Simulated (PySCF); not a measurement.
Compound: DPP, C₆H₄N₂O₂.
Atom-mapped SMILES: `[O:1]=[C:2]1[NH:3][CH:4]=[C:5]2[C:6](=[O:7])[NH:8][CH:9]=[C:10]12`

Cartesian coordinates in Å at the GFN2-xTB level; atoms count from 1:
```xyz
14
C6H4N2O2 angstrom
O      2.043    2.125   -0.151
C      1.457    1.072   -0.074
N      2.099   -0.179    0.027
C      1.216   -1.217    0.100
C     -0.048   -0.720    0.053
C     -1.457   -1.072    0.070
O     -2.041   -2.126    0.145
N     -2.100    0.178   -0.029
C     -1.217    1.217   -0.103
C      0.048    0.720   -0.056
H      3.103   -0.272    0.041
H      1.557   -2.233    0.181
H     -3.103    0.271   -0.042
H     -1.559    2.232   -0.184
```

NICS is the negative of the GIAO shielding at a point without a nucleus: at the ring centre (0) and 1 Å above and below it (1); zz is the component along the ring normal. Level: GIAO PBE0/pcSseg-1 (PySCF, non-relativistic, gas phase) on the GFN2-xTB geometry, one conformer.

Ring bond lengths (Å), with Mayer bond orders in brackets: C2–N3 1.410 (1.01), N3–C4 1.365 (1.12), C4–C5 1.359 (1.53), C5–C10 1.447 (1.21), C10–C2 1.453 (0.99); C5–C6 1.453 (0.99), C6–N8 1.410 (1.01), N8–C9 1.365 (1.12), C9–C10 1.359 (1.53), C10–C5 1.447 (1.21).

Question: Give the NICS values of each ring in ppm.

Answer: 
| ring | type | NICS(0) | NICS(1), two faces | NICS(1)zz, two faces | rms pucker (Å) | centre to ring atoms, mean (Å) |
| --- | --- | --- | --- | --- | --- | --- |
| C2–N3–C4–C5–C10 | 5-membered ring with N; formal bonds 1 double, 4 single | -1.5 | -1.9 / -1.9 | -0.5 / -0.5 | 0.00 | 1.20 |
| C5–C6–N8–C9–C10 | 5-membered ring with N; formal bonds 1 double, 4 single | -1.5 | -1.9 / -1.9 | -0.6 / -0.5 | 0.00 | 1.20 |

Question: What do they say, and how far can they be read as aromaticity?

Answer: 
- C2–N3–C4–C5–C10: mean NICS(1)zz -0.5 ppm, near zero. That is too small in size for a clear verdict by the NICS criterion, though in fused rings the probe also feels the neighbouring ring.
- C5–C6–N8–C9–C10: mean NICS(1)zz -0.5 ppm, near zero. That is too small in size for a clear verdict by the NICS criterion, though in fused rings the probe also feels the neighbouring ring.

Question: And the bond-length index? HOMA = 1 − mean of α(R − Ropt)² over the ring bonds, with Krygowski's 1993 parameters (CC: Ropt 1.388 Å, α 257.7 Å⁻²; CN: Ropt 1.334 Å, α 93.52 Å⁻²).

Answer: 
- C2–N3–C4–C5–C10: HOMA 0.43; the largest term is that of C10–C2, α(R − Ropt)² = 1.09.
- C5–C6–N8–C9–C10: HOMA 0.44; the largest term is that of C5–C6, α(R − Ropt)² = 1.07.

Question: At the first NICS(1) probe listed for ring C5–C6–N8–C9–C10, 1 Å off the ring, what do the in-plane components average?

Answer: The isotropic value is a third of the trace: (3 × -1.9 − (-0.6))/2 = -2.5 ppm.

Question: Give the inner angles of the rings and the Hirshfeld charges of the ring atoms.

Answer: 
- C2–N3–C4–C5–C10: C2 103.1° (+0.162 e), N3 112.6° (-0.081 e), C4 108.7° (+0.043 e), C5 107.8° (-0.075 e), C10 107.8° (-0.075 e); sum 540.0° against 540° for a flat convex ring.
- C5–C6–N8–C9–C10: C5 107.8° (-0.075 e), C6 103.1° (+0.161 e), N8 112.6° (-0.081 e), C9 108.8° (+0.043 e), C10 107.8° (-0.075 e); sum 540.0° against 540° for a flat convex ring.

Question: What are the shieldings of the ring atoms and their hydrogens in the same run (means over atoms taken as equivalent)?

Answer: 
```json
{"atoms": "C2 (×2)", "environment": "amide carbonyl carbon", "σ isotropic (ppm)": "22.8", "principal values of the symmetric part, first atom (ppm)": "-75.0, 69.5, 73.7"}
{"atoms": "N3 (×2)", "environment": "amide nitrogen", "σ isotropic (ppm)": "92.1", "principal values of the symmetric part, first atom (ppm)": "26.0, 123.3, 127.0"}
{"atoms": "C4 (×2)", "environment": "vinylic carbon bearing nitrogen", "σ isotropic (ppm)": "50.4", "principal values of the symmetric part, first atom (ppm)": "-31.5, 38.2, 144.4"}
{"atoms": "C5 (×2)", "environment": "fully substituted alkene carbon", "σ isotropic (ppm)": "72.2", "principal values of the symmetric part, first atom (ppm)": "7.4, 68.3, 140.8"}
{"atoms": "H11 (×2)", "environment": "amide N–H hydrogen", "σ isotropic (ppm)": "25.41", "principal values of the symmetric part, first atom (ppm)": "22.1, 24.2, 30.0"}
{"atoms": "H12 (×2)", "environment": "vinylic hydrogen", "σ isotropic (ppm)": "24.49", "principal values of the symmetric part, first atom (ppm)": "22.8, 24.5, 26.2"}
```
